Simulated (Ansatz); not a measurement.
A nudged elastic band was laid between two geometries of CH$_{3}$NO$_{2}$ (7 atoms, charge 0, multiplicity 1).

Computed with RKS revPBE-D4/def2-SVP in Ansatz.

| Quantity | Value |
| --- | --- |
| movable images | 7 |
| climbing image | yes |
| spring | 5.0 eV/Å² |
| optimiser | quadratic models (default) |
| start path | through a guess of the saddle point |
| force threshold | 0.03 eV/Å |
| iteration limit | 60 |
| end points | relaxed |

Image 0:

```xyz
7
Properties=species:S:1:pos:R:3
N -0.663 0.755 0.530
C 0.153 -0.111 0.047
O 1.132 -0.654 0.801
O 0.238 -0.647 -1.201
H -1.353 1.078 -0.160
H 1.025 -0.237 1.679
H -0.471 -0.253 -1.741
```

Image 8:

```xyz
7
Properties=species:S:1:pos:R:3
N -0.425 0.354 0.666
C 0.513 -0.397 -0.043
O 1.490 -0.921 0.450
O 0.220 -0.548 -1.377
H -0.911 1.119 0.193
H -0.131 0.578 1.618
H -0.694 -0.253 -1.552
```

(1) What changes between the two ends?

(2) Give the energies along the band, and the barrier.

(3) What is the geometry of the highest image?

(4) What are the harmonic wavenumbers there?

The band took 16 iterations and of the order of 3 core-minutes.

## Answers

(1) Bonds broken: O3–H6. Bonds formed: N1–H6.

(2) The run converged. The highest image is number 3 of 0 to 8, 1.18 eV above the first end and 1.86 eV above the last; the last end lies 0.68 eV below the first. A vibrational analysis at the climbing image gives one clearly imaginary mode, 1724i cm⁻¹: a first-order saddle point. The orbitals stay closed-shell, which can raise the energy where a bond breaks towards radicals; this wasn't checked here.

```json
{"image": "0", "path coordinate (Å)": "0.00", "energy (eV)": "0.00", "O3–H6 (Å)": "0.98", "N1–H6 (Å)": "2.27"}
{"image": "1", "path coordinate (Å)": "0.31", "energy (eV)": "0.15", "O3–H6 (Å)": "0.99", "N1–H6 (Å)": "1.96"}
{"image": "2", "path coordinate (Å)": "0.62", "energy (eV)": "0.65", "O3–H6 (Å)": "1.06", "N1–H6 (Å)": "1.64"}
{"image": "3", "path coordinate (Å)": "0.93", "energy (eV)": "1.18", "O3–H6 (Å)": "1.32", "N1–H6 (Å)": "1.34"}
{"image": "4", "path coordinate (Å)": "1.19", "energy (eV)": "0.67", "O3–H6 (Å)": "1.62", "N1–H6 (Å)": "1.14"}
{"image": "5", "path coordinate (Å)": "1.46", "energy (eV)": "-0.11", "O3–H6 (Å)": "1.94", "N1–H6 (Å)": "1.04"}
{"image": "6", "path coordinate (Å)": "1.73", "energy (eV)": "-0.55", "O3–H6 (Å)": "2.26", "N1–H6 (Å)": "1.02"}
{"image": "7", "path coordinate (Å)": "1.99", "energy (eV)": "-0.66", "O3–H6 (Å)": "2.48", "N1–H6 (Å)": "1.02"}
{"image": "8", "path coordinate (Å)": "2.26", "energy (eV)": "-0.68", "O3–H6 (Å)": "2.50", "N1–H6 (Å)": "1.02"}
```

(3) 
```xyz
7
Properties=species:S:1:pos:R:3
N -0.455 0.611 0.603
C 0.306 -0.271 -0.033
O 1.199 -0.718 0.783
O 0.261 -0.709 -1.300
H -1.246 1.129 0.209
H 0.466 0.154 1.458
H -0.470 -0.265 -1.766
```

(4) 1724i, 259, 456, 509, 665, 735, 1052, 1061, 1092, 1183, 1549, 1658, 2135, 3480, 3721 cm⁻¹.

Run time: 3.1 min on 1 thread of Arm Neoverse V1, with other jobs on the host, peak memory 0.13 GiB.
